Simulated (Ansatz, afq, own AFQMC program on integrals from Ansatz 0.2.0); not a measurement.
Integrals from Ansatz 0.2.0, then the random walk in our own AFQMC program (afq).

```yaml
crystal:
  periodic: [false, false, false]
  atoms:
    - {symbol: Ga, position_ang: [0.000011, -0.274849, 2.291206]}
    - {symbol: B, position_ang: [-0.000037, -0.297198, 0.062683]}
    - {symbol: P, position_ang: [0.000017, -0.321389, -1.646823]}
    - {symbol: H, position_ang: [0.000009, 0.893437, -0.707065]}
basis:
  gaussian: {orbitals: cc-pVDZ}
total_charge: 1
magnetization: {spin_polarized: false, initial_magnetization: 1}
correlation: {method: ccsd_t, electrons: outside_noble_gas, hamiltonian_folder: ham}
```

```sh
$ ansatz run in.yaml --threads 1 --pin off --events-out ev --progress --plain --max-ram 1843MiB
```

Options of the walk:

```
--method free --trial cisd --walkers 60 --time-step 0.03 --max-blocks 80 --target-error 0.0004 --factor-cut 1e-05 --seed 4804 --times 0,0.21,0.42,0.81,1.2,1.8,2.4,3 --taylor-order 8
```

Times are imaginary, in 1/Eh. The walk had a cap of 2099 s. Filled inner d shells are frozen with the cores.

Log:

```
orbitals 44  electrons 6 5  factors 356 of 692
reference energy -2288.88050823 Eh
CCSD correlation -0.25908615 Eh in 16 cycles, weight of the determinant in the CISD state 0.8136
repeat  energy at the last time / Eh  error
    10  -2289.155698  0.001766
    20  -2289.158994  0.001705
    30  -2289.158115  0.001270
    40  -2289.157781  0.001052
    50  -2289.157210  0.000958
    60  -2289.156876  0.000918
    70  -2289.156527  0.000818
    80  -2289.155886  0.000786
time / (1/Eh)  energy / Eh  error  mean overlap
  0.00  -2289.139594  0.000283  1.2290
  0.21  -2289.145066  0.000295  1.2311
  0.42  -2289.148033  0.000327  1.2380
  0.81  -2289.151214  0.000386  1.2542
  1.20  -2289.153149  0.000456  1.2656
  1.80  -2289.154564  0.000500  1.2845
  2.40  -2289.156005  0.000626  1.2785
  3.00  -2289.155886  0.000786  1.2703
energy -2289.155886 +/- 0.000786 Eh
```

The run passed its tests (error under three times the target), which doesn't prove that it has relaxed.

Against this walk (error 21.4 meV) on the same determinant: CCSD(T) 47.7 meV higher, CCSDT(Q) 18.2 meV lower (within the noise). The error is statistical, and a free projection of finite length keeps a remainder of its start.

Cautions: remainder of the start not in the error; error above the target (21.4 against 10.9 meV); no relativity below Rb; no spin-orbit coupling; inner d shell frozen; higher spins were not checked; a spin-contaminated unrestricted determinant lies lower (UHF 315 meV lower, ⟨S²⟩ 1.11).

The walk took 4.7 min on 1 thread of Intel(R) Xeon(R) 6975P-C (Granite Rapids), on a shared host. The log's last line is the free-projection energy.

CCSDT and higher add their correlation energy to the determinant of the CCSD(T) run, since their own runs factorise the integrals more tightly (a shift of under 2 meV).
